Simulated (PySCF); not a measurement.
Bonds broken one at a time in the series Ga F-SiH3. All species are isolated molecules in the gas phase. Strings in code marks are SMILES.

The numbers are results of B3LYP-D3(BJ)/def2-TZVP in PySCF, not measurements. B3LYP has the VWN-RPA correlation part, as in Gaussian. 

```csv
species,dipole moment (D)
whole molecule (`[F][Ga]([F])[F]`),0.00
radical fragment (`[F]`),0.00
radical fragment (`[F][Ga][F]`),2.49
whole molecule (`[F][Ga]([F])[SiH3]`),?
radical fragment (`[Ga]([SiH3])[F]`),2.50
radical fragment (`[SiH3]`),0.08
whole molecule (`[F][Ga]([SiH3])[SiH3]`),2.20
whole molecule (`[SiH3][Ga]([SiH3])[SiH3]`),?
```

### Question
Fill in the missing entries.

### Answer

- whole molecule (`[F][Ga]([F])[SiH3]`), dipole moment (D): 3.78
- whole molecule (`[SiH3][Ga]([SiH3])[SiH3]`), dipole moment (D): 0.08
